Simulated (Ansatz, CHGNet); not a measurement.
For hexagonal BN, the machine-learned potential CHGNet 0.3.0 (trained on PBE and PBE+U data) gives:

```
Item                   Value
-------------------  -------
lattice parameter a  2.512 Å
c axis length        7.653 Å
```

**Question.** What does r²SCANh in Ansatz (PAW) give for the same quantities?

**Answer.** 
- lattice constant a: 2.496 Å (falls by 0.6 %)
- lattice parameter c: 6.892 Å (drops by 9.9 %)

For comparison: lattice constant a 2.504 Å (measured, 297 K, no zero-point or thermal correction; as tabulated in Ioffe Institute, New Semiconductor Materials archive); lattice parameter c 6.661 Å (measured, 297 K, no zero-point or thermal correction; as tabulated in Ioffe Institute, New Semiconductor Materials archive).

Changes are worked out from the printed values.

Unless a cell is named, each level is at its own relaxed cell (CHGNet 0.3.0 10.46, r²SCANh 9.30 Å³/atom).

Caveats: the cell comes from a level without a dispersion term, which matters for the spacing of layers, chains or molecules (r²SCANh). Ansatz's density-functional and Hartree–Fock values are scalar-relativistic unless marked +SOC, with PAW data made under PBE.

Ansatz is a program for electronic structure.
